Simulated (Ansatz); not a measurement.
The input, for Ansatz 0.2.0:

```yaml
crystal:
  periodic: [false, false, false]
  atoms:
    - {symbol: Ge, position_ang: [0.000000, 0.000000, 0.000000]}
    - {symbol: H, position_ang: [0.000000, 0.000000, 1.288000]}
basis:
  gaussian: {orbitals: aug-cc-pVDZ}
total_charge: -1
correlation: {active_space: {ras: {orbitals: [3, 0, 28], electrons: 6, max_holes: 2, max_particles: 2}, fixed_orbitals: true}}
scf: {lower_state_search: off}
output: {forces: true}
```

```sh
$ ansatz run in.yaml --threads 1 --pin off --events-out ev --progress --plain --max-ram 2393MiB
```

Log:

```
these checks for a lower state are left out or cut short: starts, cluster_reference, orbital_swaps, neighbouring_geometries, increment
493 factors; integrals over basis functions are off by at most 1.1e-3 eV
mean field evaluation 1: about -56484.2683 eV, gradient 1.4e1 eV
mean field evaluation 2: about -56484.2784 eV, gradient 1.4e1 eV
mean field evaluation 4: about -56485.4647 eV, gradient 1.2e0 eV
mean field evaluation 8: about -56485.4829 eV, gradient 7.7e-2 eV
mean field evaluation 16: about -56485.4830 eV, gradient 1.8e-6 eV
mean field -56485.48298019 eV, -2075.8032122863 hartree, gradient 1.8e-6 eV, S^2 0.000000; 0 other end points of the search recorded, 0 dependent functions left out
reference -56485.48298019 eV, -2075.8032122863 hartree; 17, 17 occupied and 28, 28 virtual orbitals, 493 factors
state -56488.35780595 eV, -2075.9088601846 hartree
the calculation of the forces begins
Total energy: -56488.35780595 eV, -2075.9088601846 hartree
Atom 0 at     0.000000     0.000000     0.000000 Å, force     0.000000     0.000000    -8.906182 eV/Å
Atom 1 at     0.000000     0.000000     1.288000 Å, force    -0.000000    -0.000000     8.906182 eV/Å
Dipole moment:    -0.000000    -0.000000     0.175480 e Å
Checks for a lower state left out: starts, cluster_reference, orbital_swaps, neighbouring_geometries, increment
```

Forces (eV/Å):
```
Ge   0.000  0.000 -8.906
H    0.000  0.000  8.906
```

Ran on 1 thread of Arm Neoverse N1, shared host: 2.1 s wall, 0.16 GiB peak host memory.
